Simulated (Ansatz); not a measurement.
Barrier HN2 (SMILES [N]=N) via HN2, on the benchmark's geometries as Psi4's copy gives them; open shells unrestricted, no zero-point energy, no spin–orbit coupling.
Transition structure (charge 0, multiplicity 2):
```xyz
3

N      0.000     0.000     0.000
N      1.123     0.000     0.000
H      1.784     1.268     0.000
```

Correlated levels freeze the cores.

Programs: Ansatz (an electronic-structure program). 

The barrier height is − E(HN2) + E(TS). Total energies (hartree):

```
level                         HN2            TS
-------------------  ------------  ------------
HF/aug-cc-pVTZ       -109.4700799  -109.4483315
CCSD(T)/aug-cc-pVTZ  -109.8744808  -109.8572675
HF/aug-cc-pVQZ       -109.4768001  -109.4551763
CCSD(T)/aug-cc-pVQZ  -109.9010700  -109.8839502
```

### Question
Work out the barrier height at the basis-set limit: extrapolate the CCSD(T) correlation part as X⁻³, take Hartree–Fock from the larger set.

### Answer

1. Differences (1 hartree = 627.509 kcal/mol): HF/aug-cc-pVTZ 13.647; CCSD(T)/aug-cc-pVTZ 10.802; HF/aug-cc-pVQZ 13.569; CCSD(T)/aug-cc-pVQZ 10.743.
2. Correlation parts, CCSD(T) less HF: -2.846 in aug-cc-pVTZ (X = 3), -2.826 in aug-cc-pVQZ (X = 4).
3. Limit (4³·(-2.826) − 3³·(-2.846))/(4³ − 3³) = -2.812; with HF/aug-cc-pVQZ it gives 10.757.
Result: 10.76 kcal/mol, against 10.80 at CCSD(T)/aug-cc-pVTZ. It is an estimate of this method's limit, not of the exact value.

Doubts at one or more of the structures used: a spin-contaminated determinant (HF/aug-cc-pVTZ, CCSD(T)/aug-cc-pVTZ, HF/aug-cc-pVQZ, CCSD(T)/aug-cc-pVQZ).
